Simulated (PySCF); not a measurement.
Species: C4H8O2 (charge -1 and doublet state).
Structure used (GFN2-xTB), in Å, numbered top down from 1:
```
atom  x, y, z in Å
C1    -2.1072    0.3971   -0.1673
O2    -1.1443    0.1501   -1.1460
C3     0.0665   -0.4430   -0.6235
C4     0.9614    0.4455    0.2564
C5     2.2244   -0.2898    0.6774
O6     2.1885   -1.1735    1.6396
H7    -3.0000    0.7595   -0.6824
H8    -2.3576   -0.5189    0.3881
H9    -1.7796    1.1551    0.5549
H10    0.6199   -0.7387   -1.5187
H11   -0.1969   -1.3457   -0.0570
H12    1.2112    1.3540   -0.3101
H13    0.4098    0.7314    1.1573
H14    2.9034   -0.4836   -0.1907
```

The hyperfine couplings belong to this conformer and change with its torsions.

As a line formula: `COCC[CH][O-]` [radical] (charge -1).

Level of theory: UKS B3LYP, pcH-1 on C H O, non-relativistic, mean-field spin-orbit, GIAO in PySCF 2.14.0. Whether the extra electron is bound in the gas phase wasn't checked; a finite basis holds it in any case. Couplings are sensitive to structure, and on GFN2-xTB geometries they can be far from those on DFT ones, by a factor of two or more for some ions and for spin on atoms past the first row. The SCF solution wasn't tested for stability.

Principal values of hyperfine tensors in MHz (contact and dipolar terms together), for some of the nuclei:

```csv
atom,isotope,A1,A2,A3
C5,13C,99.11,101.51,246.77
C3,13C,102.50,103.11,112.83
O6,17O,-162.63,25.98,29.79
H12,1H,15.45,17.79,29.16
O2,17O,-24.54,-15.61,-15.30
H13,1H,11.01,11.97,23.77
H11,1H,-7.08,-4.59,0.91
H10,1H,-6.85,-1.73,3.05
```

(1) Give the isotropic coupling of each nucleus in MHz and in mT (g = 2.0043), and the anisotropic part.

(2) What spin density at the nucleus of O6 lies behind its contact coupling (g_N = -0.75752)?

(3) H14 (1H, g_N = 5.58569) isn't in the table. Its spin density at the nucleus is -0.00234 bohr⁻³. What is its contact coupling?

(4) Name the largest traceless tensor T of the table and describe it.

(5) What first-order splitting does C5 cause when the field lies along A1, A2 or A3 of its tensor (g taken as isotropic, no quadrupole term)?

## Answers

(1) a_iso = (A1 + A2 + A3)/3, Ti = Ai − a_iso; 1 mT corresponds to 28.052 MHz.

```
atom  a_iso (MHz)  a_iso (mT)       T1      T2     T3
  C5       149.13       5.316   -50.02  -47.62  97.64
  C3       106.15       3.784    -3.65   -3.04   6.68
  O6       -35.62      -1.270  -127.01   61.60  65.41
 H12        20.80       0.741    -5.35   -3.01   8.36
  O2       -18.48      -0.659    -6.06    2.87   3.18
 H13        15.59       0.556    -4.57   -3.61   8.19
 H11        -3.59      -0.128    -3.49   -1.00   4.49
 H10        -1.84      -0.066    -5.01    0.11   4.89
```

(2) a_FC = (2μ0/3) gₑ μB g_N μN ρ(0)/(2S·h) = 800.24 MHz × g_N × ρ(0)/(2S), with ρ in bohr⁻³. With a_FC = -35.62 MHz and 2S = 1, ρ(0) = 0.05876 bohr⁻³. The nuclear moment is negative, so coupling and spin density have opposite signs.

(3) By the same relation, a_FC = -10.46 MHz. Its full tensor has the principal values -33.16, -12.58, 14.37 MHz.

(4) O6: -127.0, 61.6, 65.4 MHz, nearly axial, close to the ratio +1:+1:−2, the form that spin in one p orbital centred on that nucleus gives (the nuclear moment is negative).

(5) 2 lines (I = 1/2), spaced by |A_i|/(g × 13.996): 3.53, 3.62, 8.80 mT along the axes of A1, A2 and A3.
